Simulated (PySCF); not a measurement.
# UPBE/STO-3G run of AlHF (SMILES [F][AlH])

Aim: the vertical ionisation energy of AlHF at UPBE/STO-3G, from 2 runs. 

The results are computed with PySCF 2.14.0.

9 further runs of the same task are left out: 9 set aside as unsound or not needed.

**1. Starting point**

AlHF has 3 atoms, charge 0, and is taken as a doublet. SMILES: `[F][AlH]`. The shape is that of a PBE0-D4/def2-TZVP optimisation.

Bond lengths: F1–Al2 1.656 Å, Al2–H3 1.607 Å. Angles: F1–Al2–H3 115.5°.

**2. The energy at UPBE/STO-3G**

Input file calc.py:

```python
from pyscf import gto, dft

molecule = gto.Mole()
molecule.atom = '''
F      1.714171     1.687903     1.106624
Al    -0.817307     0.600933    -0.377000
H     -0.917273    -2.411480    -0.754568
'''
molecule.unit = 'bohr'
molecule.charge = 0
molecule.spin = 1
molecule.basis = 'sto-3g'
molecule.max_memory = 1860
molecule.verbose = 3
molecule.build()

calc0 = dft.UKS(molecule)
calc0.xc = 'pbe'
calc0.grids.level = 5
calc0.conv_tol = 1e-10
calc0.kernel()
if not calc0.converged:
    calc0 = calc0.newton().run(calc0.mo_coeff, calc0.mo_occ)

energy = calc0.e_tot
print('E = %.10f Eh' % energy)
```

Started as:

```bash
$ OMP_NUM_THREADS=1 python calc.py
```

Log:

```text
converged SCF energy = -338.193943889546  <S^2> = 0.75215277  2S+1 = 2.0021516
E = -338.1939438895 Eh
```

It took 4.2 s on 1 thread of Arm Neoverse N1, shared host; peak memory 0.18 GiB.

**3. The singlet cation, same level**

Input file job.py:

```python
from pyscf import gto, dft

mol = gto.M(
    atom=[
    ('F', (0.907100, 0.893200, 0.585600)),
    ('Al', (-0.432500, 0.318000, -0.199500)),
    ('H', (-0.485400, -1.276100, -0.399300)),
],
    verbose=4,
    charge=1,
    basis='sto-3g',
    max_memory=1860,
)

ks = dft.RKS(mol, xc='pbe')
ks.grids.level = 5
ks.conv_tol = 1e-10
ks.kernel()
if not ks.converged:
    ks = ks.newton().run(ks.mo_coeff, ks.mo_occ)

e_final = ks.e_tot
print('E(%s) = %.9f' % ('PBE', e_final))
```

Started as:

```bash
$ OMP_NUM_THREADS=1 python job.py
```

Log:

```text
PySCF version 2.14.0

[INPUT] num. atoms = 3
[INPUT] num. electrons = 22
[INPUT] charge = 1
[INPUT] spin (= nelec alpha-beta = 2S) = 0
[INPUT] symmetry False subgroup None
[INPUT] Mole.unit = angstrom
[INPUT] Symbol           X                Y                Z      unit          X                Y                Z       unit  Magmom
[INPUT]  1 F      0.907100000000   0.893200000000   0.585600000000 AA    1.714170567593   1.687903374462   1.106623618545 Bohr   0.0
[INPUT]  2 Al    -0.432500000000   0.318000000000  -0.199500000000 AA   -0.817306548874   0.600932907612  -0.377000361851 Bohr   0.0
[INPUT]  3 H     -0.485400000000  -1.276100000000  -0.399300000000 AA   -0.917273060864  -2.411479507557  -0.754567641539 Bohr   0.0

nuclear repulsion = 43.3969465141513
number of shells = 9
number of NR pGTOs = 45
number of NR cGTOs = 15
basis = sto-3g
ecp = {}

******** <class 'pyscf.dft.rks.RKS'> ********
method = RKS
initial guess = minao
damping factor = 0
level_shift factor = 0
DIIS = <class 'pyscf.scf.diis.CDIIS'>
diis_start_cycle = 1
diis_space = 8
diis_damp = 0
SCF conv_tol = 1e-10
SCF conv_tol_grad = None
SCF max_cycles = 50
direct_scf = True
direct_scf_tol = 1e-13
XC library pyscf.dft.libxc version 7.0.0
    S. Lehtola, C. Steigemann, M. J.T. Oliveira, and M. A.L. Marques.,  SoftwareX 7, 1–5 (2018)
XC functionals = pbe
    J. P. Perdew, K. Burke, and M. Ernzerhof.,  Phys. Rev. Lett. 77, 3865 (1996)
    J. P. Perdew, K. Burke, and M. Ernzerhof.,  Phys. Rev. Lett. 78, 1396 (1997)
    J. P. Perdew, K. Burke, and M. Ernzerhof.,  Phys. Rev. Lett. 77, 3865 (1996)
    J. P. Perdew, K. Burke, and M. Ernzerhof.,  Phys. Rev. Lett. 78, 1396 (1997)
radial grids:
    Treutler-Ahlrichs [JCP 102, 346 (1995); DOI:10.1063/1.469408] (M4) radial grids

becke partition: Becke, JCP 88, 2547 (1988); DOI:10.1063/1.454033
pruning grids: <function nwchem_prune>
grids dens level: 5
symmetrized grids: False
atomic radii adjust function: <function treutler_atomic_radii_adjust>
small_rho_cutoff = 0
Set gradient conv threshold to 1e-05
Initial guess from minao.
tot grids = 110472
init E= -338.006704940892
  HOMO = -0.350444525034673  LUMO = -0.111917856584204  gap/eV = 6.49064
cycle= 1 E= -337.853892345327  delta_E= 0.153  |g|= 0.58  |ddm|= 2.14
  HOMO = -0.273978374780909  LUMO = -0.140468566560646  gap/eV = 3.63299
cycle= 2 E= -332.339435636846  delta_E= 5.51  |g|= 3.62  |ddm|= 4.56
  HOMO = -0.440869271143214  LUMO = -0.316896036816019  gap/eV = 3.37348
cycle= 3 E= -337.992201422376  delta_E= -5.65  |g|= 0.304  |ddm|= 3.72
  HOMO = -0.421514663092826  LUMO = -0.315831560061809  gap/eV = 2.87578
cycle= 4 E= -338.015249383279  delta_E= -0.023  |g|= 0.21  |ddm|= 0.695
  HOMO = -0.434795915792326  LUMO = -0.322091014084039  gap/eV = 3.06686
cycle= 5 E= -338.028061648702  delta_E= -0.0128  |g|= 0.123  |ddm|= 0.208
  HOMO = -0.450071766227168  LUMO = -0.325509931375655  gap/eV = 3.38950
cycle= 6 E= -338.033514860685  delta_E= -0.00545  |g|= 0.003  |ddm|= 0.163
  HOMO = -0.449563905946941  LUMO = -0.324411074081951  gap/eV = 3.40558
cycle= 7 E= -338.033518297227  delta_E= -3.44e-06  |g|= 0.00248  |ddm|= 0.00985
  HOMO = -0.449095477744846  LUMO = -0.324335239478299  gap/eV = 3.39490
cycle= 8 E= -338.033520507352  delta_E= -2.21e-06  |g|= 0.00084  |ddm|= 0.00512
  HOMO = -0.449199384514239  LUMO = -0.324338778199532  gap/eV = 3.39763
cycle= 9 E= -338.033520789948  delta_E= -2.83e-07  |g|= 1.35e-05  |ddm|= 0.00126
  HOMO = -0.449199985640057  LUMO = -0.32433787897616  gap/eV = 3.39767
cycle= 10 E= -338.03352079006  delta_E= -1.12e-10  |g|= 4.58e-07  |ddm|= 3.14e-05
  HOMO = -0.449199928771164  LUMO = -0.324337897384764  gap/eV = 3.39767
cycle= 11 E= -338.033520790061  delta_E= -6.82e-13  |g|= 5.51e-08  |ddm|= 7.65e-07
  HOMO = -0.449199963013352  LUMO = -0.324337899659769  gap/eV = 3.39767
Extra cycle  E= -338.03352079006  delta_E= 4.55e-13  |g|= 2.1e-07  |ddm|= 3.96e-07
converged SCF energy = -338.03352079006
E(PBE) = -338.033520790
```

Wall time 2.8 s (1 thread of Arm Neoverse N1, shared host); peak memory 0.17 GiB.

**4. Results**

At UPBE/STO-3G:

| quantity | value |
| --- | --- |
| doublet AlHF: total energy | -338.19394 Eh |
| doublet AlHF: dipole moment | 1.20 D |
| doublet AlHF: HOMO energy (highest over α and β) | 0.29 eV |
| doublet AlHF: LUMO energy (lowest over α and β) | 1.95 eV |
| doublet AlHF: ⟨S²⟩ | 0.752 |
| singlet cation: total energy | -338.03352 Eh |
| singlet cation: HOMO energy | -12.22 eV |
| singlet cation: LUMO energy | -8.83 eV |
| singlet cation: HOMO–LUMO gap | 3.40 eV |
| vertical ionisation energy (to the singlet cation) | 4.365 eV |

The vertical ionisation energy comes to 4.37 eV (421 kJ/mol). Only the singlet of the ionised species was computed; a triplet could lie lower. In a minimal basis such a difference can be off by several eV, whatever the method. Mulliken charges (doublet AlHF) run from -0.24 on H3 to +0.47 on Al2; they depend strongly on the basis.
